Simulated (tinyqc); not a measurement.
RHF in the sto-3g basis, for H2O, spin multiplicity 1, step by step (part 1 of 2). Computed by tinyqc, a small Python program that keeps every step (integrals from PySCF). Settings: charge = 0, multiplicity = 1, basis = sto-3g, energy threshold = 1e-08, iteration cap = 65, orthogonalisation = canonical, start = core, DIIS depth = 8, method = RHF. Command: `OMP_NUM_THREADS=1 python tinyqc.py 26567 26568 out.jsonl` (the two numbers bound the seeds that draw the settings). One thread of a shared host (Intel(R) Xeon(R) Processor @ 2.60GHz), about 0.05 s of CPU time with the checks. Later iterations appear only in the table of the cycle.

## One-electron integrals

Geometry (angstrom):
```
atom         x          y         z
O     0.000000   0.000000  0.000000
H     0.000000   0.765000  0.679000
H     0.000000  -0.765000  0.679000
```

Basis sto-3g: exponents (1/bohr^2) and contraction coefficients of normalised primitives:
```
element  l (shell)    exponent  coefficient
O            s (1)  130.709320     0.154329
O            s (1)   23.808861     0.535328
O            s (1)    6.443608     0.444635
O            s (2)    5.033151    -0.099967
O            s (2)    1.169596     0.399513
O            s (2)    0.380389     0.700115
O            p (3)    5.033151     0.155916
O            p (3)    1.169596     0.607684
O            p (3)    0.380389     0.391957
H            s (1)    3.425251     0.154329
H            s (1)    0.623914     0.535328
H            s (1)    0.168855     0.444635
```

Overlap, kinetic and nuclear-attraction integrals over the contracted functions; the nuclear repulsion is the sum of Za Zb / Rab.

nuclear repulsion = 8.62338404 hartree

overlap S:
```
           1O 1s     1O 2s    1O 2px     1O 2py    1O 2pz     2H 1s      3H 1s
1O 1s   1.000000  0.236704  0.000000   0.000000  0.000000  0.046163   0.046163
1O 2s   0.236704  1.000000  0.000000   0.000000  0.000000  0.432732   0.432732
1O 2px  0.000000  0.000000  1.000000   0.000000  0.000000  0.000000   0.000000
1O 2py  0.000000  0.000000  0.000000   1.000000  0.000000  0.276572  -0.276572
1O 2pz  0.000000  0.000000  0.000000   0.000000  1.000000  0.245481   0.245481
2H 1s   0.046163  0.432732  0.000000   0.276572  0.245481  1.000000   0.245946
3H 1s   0.046163  0.432732  0.000000  -0.276572  0.245481  0.245946   1.000000
```

kinetic energy T (hartree):
```
            1O 1s      1O 2s    1O 2px     1O 2py    1O 2pz      2H 1s      3H 1s
1O 1s   29.003200  -0.168011  0.000000   0.000000  0.000000  -0.006200  -0.006200
1O 2s   -0.168011   0.808128  0.000000   0.000000  0.000000   0.099346   0.099346
1O 2px   0.000000   0.000000  2.528731   0.000000  0.000000   0.000000   0.000000
1O 2py   0.000000   0.000000  0.000000   2.528731  0.000000   0.176699  -0.176699
1O 2pz   0.000000   0.000000  0.000000   0.000000  2.528731   0.156835   0.156835
2H 1s   -0.006200   0.099346  0.000000   0.176699  0.156835   0.760032   0.007214
3H 1s   -0.006200   0.099346  0.000000  -0.176699  0.156835   0.007214   0.760032
```

nuclear attraction V (hartree):
```
             1O 1s       1O 2s     1O 2px      1O 2py      1O 2pz      2H 1s      3H 1s
1O 1s   -61.653144   -7.427995   0.000000    0.000000   -0.018048  -1.487358  -1.487358
1O 2s    -7.427995  -10.077618   0.000000    0.000000   -0.216779  -3.442555  -3.442555
1O 2px    0.000000    0.000000  -9.932767    0.000000    0.000000   0.000000   0.000000
1O 2py    0.000000    0.000000   0.000000  -10.052816    0.000000  -1.944529   1.944529
1O 2pz   -0.018048   -0.216779   0.000000    0.000000  -10.027342  -1.796170  -1.796170
2H 1s    -1.487358   -3.442555   0.000000   -1.944529   -1.796170  -5.593753  -1.496727
3H 1s    -1.487358   -3.442555   0.000000    1.944529   -1.796170  -1.496727  -5.593753
```

core Hamiltonian H = T + V (hartree):
```
             1O 1s      1O 2s     1O 2px     1O 2py     1O 2pz      2H 1s      3H 1s
1O 1s   -32.649945  -7.596005   0.000000   0.000000  -0.018048  -1.493558  -1.493558
1O 2s    -7.596005  -9.269490   0.000000   0.000000  -0.216779  -3.343209  -3.343209
1O 2px    0.000000   0.000000  -7.404036   0.000000   0.000000   0.000000   0.000000
1O 2py    0.000000   0.000000   0.000000  -7.524085   0.000000  -1.767830   1.767830
1O 2pz   -0.018048  -0.216779   0.000000   0.000000  -7.498611  -1.639335  -1.639335
2H 1s    -1.493558  -3.343209   0.000000  -1.767830  -1.639335  -4.833721  -1.489513
3H 1s    -1.493558  -3.343209   0.000000   1.767830  -1.639335  -1.489513  -4.833721
```

## Two-electron integrals

Functions are numbered as in S; the eight-fold symmetry (ij|kl) = (ji|kl) = (kl|ij) leaves the list below.

Two-electron integrals (ij|kl) in chemists' order, unique and non-zero (hartree):
```
(11|11) 4.785065    (21|11) 0.741380    (21|21) 0.136873    (22|11) 1.118947
(22|21) 0.256633    (22|22) 0.817206    (31|31) 0.024477    (32|31) 0.037809
(32|32) 0.180518    (33|11) 1.115814    (33|21) 0.256684    (33|22) 0.817023
(33|33) 0.880159    (41|41) 0.024477    (42|41) 0.037809    (42|42) 0.180518
(43|43) 0.047444    (44|11) 1.115814    (44|21) 0.256684    (44|22) 0.817023
(44|33) 0.785270    (44|44) 0.880159    (51|51) 0.024477    (52|51) 0.037809
(52|52) 0.180518    (53|53) 0.047444    (54|54) 0.047444    (55|11) 1.115814
(55|21) 0.256684    (55|22) 0.817023    (55|33) 0.785270    (55|44) 0.785270
(55|55) 0.880159    (61|11) 0.146649    (61|21) 0.026849    (61|22) 0.050029
(61|33) 0.049932    (61|41) 0.000927    (61|42) 0.001737    (61|44) 0.050098
(61|51) 0.000823    (61|52) 0.001541    (61|54) 0.000148    (61|55) 0.050063
(61|61) 0.005335    (62|11) 0.359878    (62|21) 0.083587    (62|22) 0.295072
(62|33) 0.290033    (62|41) 0.004696    (62|42) 0.036008    (62|44) 0.298331
(62|51) 0.004168    (62|52) 0.031960    (62|54) 0.007365    (62|55) 0.296570
(62|61) 0.016721    (62|62) 0.132356    (63|31) 0.008708    (63|32) 0.050832
(63|43) 0.007464    (63|53) 0.006625    (63|63) 0.018774    (64|11) 0.194830
(64|21) 0.045834    (64|22) 0.172761    (64|33) 0.164937    (64|41) 0.010963
(64|42) 0.070772    (64|44) 0.184536    (64|51) 0.002002    (64|52) 0.017698
(64|54) 0.010770    (64|55) 0.168616    (64|61) 0.009570    (64|62) 0.094132
(64|64) 0.084948    (65|11) 0.172927    (65|21) 0.040681    (65|22) 0.153339
(65|33) 0.146395    (65|41) 0.002002    (65|42) 0.017698    (65|44) 0.150540
(65|51) 0.010485    (65|52) 0.066541    (65|54) 0.011143    (65|55) 0.162911
(65|61) 0.008494    (65|62) 0.083550    (65|64) 0.058734    (65|65) 0.070906
(66|11) 0.502268    (66|21) 0.118555    (66|22) 0.480223    (66|33) 0.460860
(66|41) 0.008565    (66|42) 0.090746    (66|44) 0.493016    (66|51) 0.007602
(66|52) 0.080545    (66|54) 0.028541    (66|55) 0.486192    (66|61) 0.023923
(66|62) 0.272173    (66|64) 0.220955    (66|65) 0.196116    (66|66) 0.774606
(71|11) 0.146649    (71|21) 0.026849    (71|22) 0.050029    (71|33) 0.049932
(71|41) -0.000927   (71|42) -0.001737   (71|44) 0.050098    (71|51) 0.000823
(71|52) 0.001541    (71|54) -0.000148   (71|55) 0.050063    (71|61) 0.005260
(71|62) 0.016242    (71|64) 0.008497    (71|65) 0.008258    (71|66) 0.023012
(71|71) 0.005335    (72|11) 0.359878    (72|21) 0.083587    (72|22) 0.295072
(72|33) 0.290033    (72|41) -0.004696   (72|42) -0.036008   (72|44) 0.298331
(72|51) 0.004168    (72|52) 0.031960    (72|54) -0.007365   (72|55) 0.296570
(72|61) 0.016242    (72|62) 0.108856    (72|64) 0.053198    (72|65) 0.066936
(72|66) 0.185345    (72|71) 0.016721    (72|72) 0.132356    (73|31) 0.008708
(73|32) 0.050832    (73|43) -0.007464   (73|53) 0.006625    (73|63) 0.014984
(73|73) 0.018774    (74|11) -0.194830   (74|21) -0.045834   (74|22) -0.172761
(74|33) -0.164937   (74|41) 0.010963    (74|42) 0.070772    (74|44) -0.184536
(74|51) -0.002002   (74|52) -0.017698   (74|54) 0.010770    (74|55) -0.168616
(74|61) -0.008497   (74|62) -0.053198   (74|64) -0.011440   (74|65) -0.031978
(74|66) -0.080005   (74|71) -0.009570   (74|72) -0.094132   (74|74) 0.084948
(75|11) 0.172927    (75|21) 0.040681    (75|22) 0.153339    (75|33) 0.146395
(75|41) -0.002002   (75|42) -0.017698   (75|44) 0.150540    (75|51) 0.010485
(75|52) 0.066541    (75|54) -0.011143   (75|55) 0.162911    (75|61) 0.008258
(75|62) 0.066936    (75|64) 0.031978    (75|65) 0.055524    (75|66) 0.125022
(75|71) 0.008494    (75|72) 0.083550    (75|74) -0.058734   (75|75) 0.070906
(76|11) 0.147113    (76|21) 0.034514    (76|22) 0.133003    (76|33) 0.129658
(76|44) 0.131984    (76|51) 0.002648    (76|52) 0.024458    (76|55) 0.137221
(76|61) 0.006848    (76|62) 0.060309    (76|64) 0.036969    (76|65) 0.042789
(76|66) 0.130754    (76|71) 0.006848    (76|72) 0.060309    (76|74) -0.036969
(76|75) 0.042789    (76|76) 0.034107    (77|11) 0.502268    (77|21) 0.118555
(77|22) 0.480223    (77|33) 0.460860    (77|41) -0.008565   (77|42) -0.090746
(77|44) 0.493016    (77|51) 0.007602    (77|52) 0.080545    (77|54) -0.028541
(77|55) 0.486192    (77|61) 0.023012    (77|62) 0.185345    (77|64) 0.080005
(77|65) 0.125022    (77|66) 0.339681    (77|71) 0.023923    (77|72) 0.272173
(77|74) -0.220955   (77|75) 0.196116    (77|76) 0.130754    (77|77) 0.774606
```

## Orthogonalisation

S = U s U^T; canonical form X = U s^(-1/2), so that X^T S X = 1. Each column of U has its largest component positive (the first on a tie).

eigenvalues of S: 0.385254  0.467018  0.879960  1.000000  1.104424  1.287035  1.876308

X:
```
                1          2          3         4          5          6         7
1O 1s   -0.320135   0.000000   0.745790  0.000000   0.621975   0.000000  0.152840
1O 2s    1.102814   0.000000  -0.315734  0.000000   0.325425   0.000000  0.417322
1O 2px   0.000000   0.000000   0.000000  1.000000   0.000000   0.000000  0.000000
1O 2py   0.000000   0.865744   0.000000  0.000000   0.000000   0.710640  0.000000
1O 2pz   0.555679   0.000000   0.655139  0.000000  -0.615187   0.000000  0.213319
2H 1s   -0.695781  -0.834186  -0.160181  0.000000  -0.130845   0.368762  0.380749
3H 1s   -0.695781   0.834186  -0.160181  0.000000  -0.130845  -0.368762  0.380749
```

## Starting guess

The start is the orbitals of the core Hamiltonian; D = 2 C_occ C_occ^T.

D at the start:
```
            1O 1s      1O 2s    1O 2px     1O 2py     1O 2pz      2H 1s      3H 1s
1O 1s    2.132266  -0.587686  0.000000   0.000000  -0.051012   0.075908   0.075908
1O 2s   -0.587686   2.605832  0.000000   0.000000   0.305338  -0.333968  -0.333968
1O 2px   0.000000   0.000000  2.000000   0.000000   0.000000   0.000000   0.000000
1O 2py   0.000000   0.000000  0.000000   2.289115   0.000000  -0.323761   0.323761
1O 2pz  -0.051012   0.305338  0.000000   0.000000   2.186041  -0.239277  -0.239277
2H 1s    0.075908  -0.333968  0.000000  -0.323761  -0.239277   0.107225   0.015643
3H 1s    0.075908  -0.333968  0.000000   0.323761  -0.239277   0.015643   0.107225
```

## Iteration 1: building the Fock matrix

J_ij = sum D_kl (ij|kl), K_ij = sum D_kl (ik|jl); F = H + J - 0.5 K; E = tr D H + tr D J / 2 - 0.25 tr D K + E_nn.

Coulomb J (hartree):
```
            1O 1s      1O 2s    1O 2px     1O 2py     1O 2pz     2H 1s      3H 1s
1O 1s   18.730755   3.575456  0.000000   0.000000   0.004359  0.701467   0.701467
1O 2s    3.575456   8.861765  0.000000   0.000000  -0.004415  3.095823   3.095823
1O 2px   0.000000   0.000000  8.857944   0.000000   0.000000  0.000000   0.000000
1O 2py   0.000000   0.000000  0.000000   8.851966   0.000000  1.775185  -1.775185
1O 2pz   0.004359  -0.004415  0.000000   0.000000   8.852003  1.572137   1.572137
2H 1s    0.701467   3.095823  0.000000   1.775185   1.572137  4.821081   1.357570
3H 1s    0.701467   3.095823  0.000000  -1.775185   1.572137  1.357570   4.821081
```

exchange K (hartree):
```
           1O 1s     1O 2s    1O 2px     1O 2py    1O 2pz     2H 1s      3H 1s
1O 1s   9.854777  1.723012  0.000000   0.000000  0.001640  0.355650   0.355650
1O 2s   1.723012  2.874367  0.000000   0.000000  0.002619  0.875683   0.875683
1O 2px  0.000000  0.000000  2.374019   0.000000  0.000000  0.000000   0.000000
1O 2py  0.000000  0.000000  0.000000   2.368900  0.000000  0.375764  -0.375764
1O 2pz  0.001640  0.002619  0.000000   0.000000  2.366594  0.331141   0.331141
2H 1s   0.355650  0.875683  0.000000   0.375764  0.331141  0.413718   0.262876
3H 1s   0.355650  0.875683  0.000000  -0.375764  0.331141  0.262876   0.413718
```

Fock matrix F (hartree):
```
             1O 1s      1O 2s    1O 2px     1O 2py     1O 2pz      2H 1s      3H 1s
1O 1s   -18.846578  -4.882055  0.000000   0.000000  -0.014509  -0.969916  -0.969916
1O 2s    -4.882055  -1.844909  0.000000   0.000000  -0.222503  -0.685227  -0.685227
1O 2px    0.000000   0.000000  0.266898   0.000000   0.000000   0.000000   0.000000
1O 2py    0.000000   0.000000  0.000000   0.143431   0.000000  -0.180527   0.180527
1O 2pz   -0.014509  -0.222503  0.000000   0.000000   0.170095  -0.232769  -0.232769
2H 1s    -0.969916  -0.685227  0.000000  -0.180527  -0.232769  -0.219499  -0.263381
3H 1s    -0.969916  -0.685227  0.000000   0.180527  -0.232769  -0.263381  -0.219499
```

total energy of this density = -73.24909877 hartree

## Iteration 1: diagonalisation and new density

Diagonalise F' = X^T F X, C = X C', fill 5 alpha and 5 beta electrons from the bottom; D = 2 C_occ C_occ^T. Each column has its largest component positive (the first on a tie).

F' = X^T F X (hartree):
```
          1         2          3         4          5          6          7
1  0.188322  0.000000   1.564662  0.000000   1.308084   0.000000   0.310067
2  0.000000  0.690077   0.000000  0.000000   0.000000   0.160012   0.000000
3  1.564662  0.000000  -7.818619  0.000000  -8.566100   0.000000  -3.503173
4  0.000000  0.000000   0.000000  0.266898   0.000000   0.000000   0.000000
5  1.308084  0.000000  -8.566100  0.000000  -8.957012   0.000000  -3.878799
6  0.000000  0.160012   0.000000  0.000000   0.000000  -0.104865   0.000000
7  0.310067  0.000000  -3.503173  0.000000  -3.878799   0.000000  -2.294087
```

orbital energies (hartree): MO1 -18.857993, MO2 -0.740887, MO3 -0.135865, MO4 0.105280, MO5 0.266898, MO6 0.612203, MO7 0.721077

coefficients C:
```
              MO1        MO2        MO3        MO4       MO5        MO6        MO7
1O 1s    0.993183  -0.221908   0.000000  -0.151667  0.000000  -0.101212   0.000000
1O 2s    0.029903   0.775575   0.000000   0.742655  0.000000   0.664830   0.000000
1O 2px   0.000000   0.000000   0.000000   0.000000  1.000000   0.000000   0.000000
1O 2py   0.000000   0.000000   0.533006   0.000000  0.000000   0.000000   0.985102
1O 2pz   0.003964   0.207653   0.000000  -0.599935  0.000000   0.871143   0.000000
2H 1s   -0.006182   0.194714   0.520690  -0.390405  0.000000  -0.693896  -0.748821
3H 1s   -0.006182   0.194714  -0.520690  -0.390405  0.000000  -0.693896   0.748821
```

D after iteration 1:
```
            1O 1s      1O 2s    1O 2px     1O 2py     1O 2pz      2H 1s      3H 1s
1O 1s    2.117317  -0.510085  0.000000   0.000000   0.097694   0.019726   0.019726
1O 2s   -0.510085   2.307893  0.000000   0.000000  -0.568751  -0.278210  -0.278210
1O 2px   0.000000   0.000000  2.000000   0.000000   0.000000   0.000000   0.000000
1O 2py   0.000000   0.000000  0.000000   0.568190   0.000000   0.555062  -0.555062
1O 2pz   0.097694  -0.568751  0.000000   0.000000   0.806114   0.549251   0.549251
2H 1s    0.019726  -0.278210  0.000000   0.555062   0.549251   0.922972  -0.161501
3H 1s    0.019726  -0.278210  0.000000  -0.555062   0.549251  -0.161501   0.922972
```

## Iteration 2: building the Fock matrix

As before.

Coulomb J (hartree):
```
            1O 1s     1O 2s    1O 2px     1O 2py     1O 2pz     2H 1s      3H 1s
1O 1s   17.025889  3.196452  0.000000   0.000000  -0.002143  0.627308   0.627308
1O 2s    3.196452  7.989805  0.000000   0.000000   0.092868  2.909548   2.909548
1O 2px   0.000000  0.000000  8.003643   0.000000   0.000000  0.000000   0.000000
1O 2py   0.000000  0.000000  0.000000   7.969784   0.000000  1.706604  -1.706604
1O 2pz  -0.002143  0.092868  0.000000   0.000000   7.971864  1.553634   1.553634
2H 1s    0.627308  2.909548  0.000000   1.706604   1.553634  4.974830   1.340712
3H 1s    0.627308  2.909548  0.000000  -1.706604   1.553634  1.340712   4.974830
```

exchange K (hartree):
```
           1O 1s      1O 2s    1O 2px     1O 2py     1O 2pz     2H 1s      3H 1s
1O 1s   9.767358   1.628965  0.000000   0.000000   0.009179  0.334732   0.334732
1O 2s   1.628965   2.560695  0.000000   0.000000  -0.080607  1.010511   1.010511
1O 2px  0.000000   0.000000  2.260457   0.000000   0.000000  0.000000   0.000000
1O 2py  0.000000   0.000000  0.000000   1.579091   0.000000  0.621090  -0.621090
1O 2pz  0.009179  -0.080607  0.000000   0.000000   1.683615  0.588080   0.588080
2H 1s   0.334732   1.010511  0.000000   0.621090   0.588080  1.336383   0.421550
3H 1s   0.334732   1.010511  0.000000  -0.621090   0.588080  0.421550   1.336383
```

Fock matrix F (hartree):
```
             1O 1s      1O 2s     1O 2px     1O 2py     1O 2pz      2H 1s      3H 1s
1O 1s   -20.507735  -5.214036   0.000000   0.000000  -0.024781  -1.033616  -1.033616
1O 2s    -5.214036  -2.560032   0.000000   0.000000  -0.083607  -0.938917  -0.938917
1O 2px    0.000000   0.000000  -0.530622   0.000000   0.000000   0.000000   0.000000
1O 2py    0.000000   0.000000   0.000000  -0.343846   0.000000  -0.371771   0.371771
1O 2pz   -0.024781  -0.083607   0.000000   0.000000  -0.368555  -0.379741  -0.379741
2H 1s    -1.033616  -0.938917   0.000000  -0.371771  -0.379741  -0.527082  -0.359576
3H 1s    -1.033616  -0.938917   0.000000   0.371771  -0.379741  -0.359576  -0.527082
```

total energy of this density = -74.90248166 hartree

## Iteration 2: DIIS over 2 matrices

error matrix X^T (FDS - SDF) X:
```
           1         2          3         4          5          6          7
1   0.000000  0.000000  -0.119602  0.000000   0.206162   0.000000  -0.063250
2   0.000000  0.000000   0.000000  0.000000   0.000000  -0.269080   0.000000
3   0.119602  0.000000   0.000000  0.000000   0.076807   0.000000  -0.054296
4   0.000000  0.000000   0.000000  0.000000   0.000000   0.000000   0.000000
5  -0.206162  0.000000  -0.076807  0.000000   0.000000   0.000000   0.052974
6   0.000000  0.269080   0.000000  0.000000   0.000000   0.000000   0.000000
7   0.063250  0.000000   0.054296  0.000000  -0.052974   0.000000   0.000000
```

B (overlaps of the stored error matrices):
```
                1               2
1   3.6055600e+00  -7.4998179e-01
2  -7.4998179e-01   2.8973178e-01
```

Minimise |sum c_i e_i|^2 with sum c_i = 1: solve [B -1; -1 0][c; lambda] = [0; -1] with B_ij = tr e_i^T e_j, and take F = sum c_i F_i.

DIIS coefficients: 0.192709  0.807291

extrapolated F (hartree):
```
             1O 1s      1O 2s     1O 2px     1O 2py     1O 2pz      2H 1s      3H 1s
1O 1s   -20.187615  -5.150060   0.000000   0.000000  -0.022801  -1.021341  -1.021341
1O 2s    -5.150060  -2.422221   0.000000   0.000000  -0.110373  -0.890029  -0.890029
1O 2px    0.000000   0.000000  -0.376933   0.000000   0.000000   0.000000   0.000000
1O 2py    0.000000   0.000000   0.000000  -0.249944   0.000000  -0.334917   0.334917
1O 2pz   -0.022801  -0.110373   0.000000   0.000000  -0.264752  -0.351418  -0.351418
2H 1s    -1.021341  -0.890029   0.000000  -0.334917  -0.351418  -0.467808  -0.341039
3H 1s    -1.021341  -0.890029   0.000000   0.334917  -0.351418  -0.341039  -0.467808
```
